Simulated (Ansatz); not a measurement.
## [SiH5]− (SMILES [H][Si-]([H])([H])([H])[H]): the energy, rung by rung

[SiH5]−: 6 atoms, total charge -1, spin state singlet. SMILES: `[H][Si-]([H])([H])([H])[H]`. The coordinates come from a GFN2-xTB relaxation.

```tsv
atom	x (Å)	y (Å)	z (Å)
Si	-0.0002	0.0002	0.0015
H	-0.0199	-0.0078	1.6399
H	0.0218	0.0079	-1.6424
H	1.4906	0.0118	0.0192
H	-0.7575	1.2851	-0.0026
H	-0.7347	-1.2973	-0.0155
```

Quantity: the energy change with the Si1–H4 bond stretched from 1.491 to 1.864 Å, in eV. The values are calculated.

```
                       level                    kind  program  value (eV)  less FCI/STO-3G  CPU time (all runs)
      HF/STO-3G (restricted)            Hartree–Fock   Ansatz        1.23            +0.37               0.12 s
   SVWN5/STO-3G (restricted)                     LDA   Ansatz        0.78            -0.08                1.1 s
     PBE/STO-3G (restricted)                     GGA   Ansatz        0.73            -0.13                1.6 s
   BHLYP/STO-3G (restricted)           global hybrid   Ansatz        1.03            +0.17                1.5 s
 r2SCAN0/STO-3G (restricted)         hybrid meta-GGA   Ansatz        0.95            +0.09                3.7 s
 wB97M-V/STO-3G (restricted)  range-separated hybrid   Ansatz        0.93            +0.07                 25 s
 BCCD(T)/STO-3G (restricted)   coupled cluster or CI   Ansatz        0.86             0.00               0.24 s
CCSDT(Q)/STO-3G (restricted)   coupled cluster or CI   Ansatz        0.86             0.00                0.3 s
                  FCI/STO-3G      exact in the basis   Ansatz        0.86             0.00               0.46 s
```

FCI/STO-3G is exact within its basis and frozen core, so for wave-function methods in that basis the difference is their error; functionals converge differently with the basis, so for them it is only a difference. Sets without diffuse functions describe the anion poorly. The first shape isn't each level's own minimum. The values span 0.73 to 1.23 eV. All rows use very small basis sets, so none should be taken for the real molecule's value. In so small a basis fixed costs decide the times, and correlated methods can beat functionals. CPU times are rough (shared hosts, several kinds of processor and program).
